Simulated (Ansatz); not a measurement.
A structure relaxed at PBE0-D4/def2-TZVPD in Ansatz, charge -1, doublet:

Cartesian coordinates in Å:
```
Si -1.369 0.814 0.155
Si 1.634 -1.090 0.404
Si 0.407 0.070 -1.182
H 2.381 -0.096 1.268
H -0.905 1.731 1.252
H -0.331 -1.054 -1.897
H -2.236 -0.193 0.859
H 2.783 -1.832 -0.252
H -2.365 1.650 -0.607
```

Give its formula.

Si₃H₆⁻.

Summarise the bond lengths by kind (pairs closer than 1.2 times the sum of covalent radii, bridged metal pairs left out).

2 × Si–Si 2.32 to 2.34 Å; 6 × H–Si 1.50 to 1.52 Å.

The structure comes from a short search, and lower isomers may exist.
